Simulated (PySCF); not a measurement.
**NP: calculation against experiment**

**The experiment to reproduce.**

NIST CCCBDB Release 22 (SRD 101), experimental dipoles lists, for the gas: dipole moment (microwave Stark effect, equilibrium value μe) 2.751 ± 0.0008 D.

From Liu, Meijer, Perez-Rios, Phys. Chem. Chem. Phys. 22 (2020) 24191, for the gas: dipole moment 2.7514 D.

The runs below try to reproduce these values; the comparison stands at the end.

Compound: NP.
Numbering: `[N:1]#[P:2]`

Cartesian coordinates in Å at the CAM-B3LYP/def2-TZVP level; atoms count from 1:
```xyz
2
PN angstrom
N      0.7367   -0.0052   -0.0004
P     -0.7341    0.0022   -0.0092
```

Runs made with PySCF (gas phase, on this CAM-B3LYP/def2-TZVP geometry; no spin–orbit coupling):

| level | job | basis functions | wall time |
| --- | --- | --- | --- |
| CAM-B3LYP/def2-TZVP, grid level 1 | geometry optimisation from a GFN2-xTB start | 68 | 4.5 s |

Hardware: one thread, Arm Neoverse N1 (aarch64), no GPU, on a shared host.

## Comparison

**Dipole moment.** Measured: 2.751 D (NIST CCCBDB Release 22 (SRD 101), experimental dipoles) and 2.7514 D (Liu, Meijer, Perez-Rios, Phys. Chem. Chem. Phys. 22 (2020) 24191). Differences are taken against the first.

| level | computed (D) | computed − measured (D) | % (from the printed values) |
| --- | --- | --- | --- |
| CAM-B3LYP/def2-TZVP | 3.003 | +0.252 | +9 |

The computed dipoles belong to one fixed geometry; measured ones are averaged over vibrations unless marked μe. Magnitudes are compared, not signs.

The geometry is computed, not the measured one. Where a level misses, the cause wasn't examined.
